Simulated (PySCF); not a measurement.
C2H3NO2.
Geometry (PBE0-D3(BJ)/def2-SVP, Å), atoms numbered from 1 in this order:
```
atom  x, y, z in Å
N1    -0.911    0.780   -0.454
C2    -0.700   -0.243    0.239
O3     0.522   -0.816    0.448
C4     1.707   -0.334   -0.022
O5     1.894    0.646   -0.660
H6    -1.910    0.992   -0.447
H7    -1.442   -0.849    0.785
H8     2.492   -1.044    0.317
```

Theory: MP2 and CCSD/aug-cc-pVDZ in PySCF, restricted Hartree–Fock reference, frozen core, non-relativistic, gas phase, PBE0-D3(BJ)/def2-SVP geometry.

E(HF) = -281.67630 Eh.

Question: How large is the problem?

Answer: 142 basis functions and 38 electrons; 5 orbitals frozen, which leaves o = 14 correlated occupied and v = 123 virtual orbitals. That is o·v = 1722 singles and o·v(o·v + 1)/2 = 1483503 distinct closed-shell doubles amplitudes before symmetry; the costliest CCSD step grows as o²v⁴ = 4.5 × 10^10.

Question: What are the MP2 and CCSD correlation energies?

Answer: MP2 -0.8233 Eh and CCSD -0.8438 Eh, which gives totals of -282.49956 and -282.52008 Eh. That is 0.820 eV for each correlated electron at CCSD (2215 kJ/mol in all, 0.299 % of the total energy); MP2 gives 97.6 % of the CCSD value.

Question: What is the T1 diagnostic?

Answer: 0.0165, below the customary warning level of 0.02. It is the norm of the spatial-orbital singles amplitudes over the root of the number of correlated electrons, so the norm is 0.087.

Question: How does correlation change the dipole moment?

Answer: HF gives 3.84 D and CCSD (unrelaxed density) 3.26 D, a change of -0.58 D.

No triples correction and no basis-set extrapolation were made.

The job also held the EOM ionisation roots. On an Arm Neoverse V2 with one thread, no GPU, on a shared host, this took 3.7 min wall.

One conformer stands for the species.
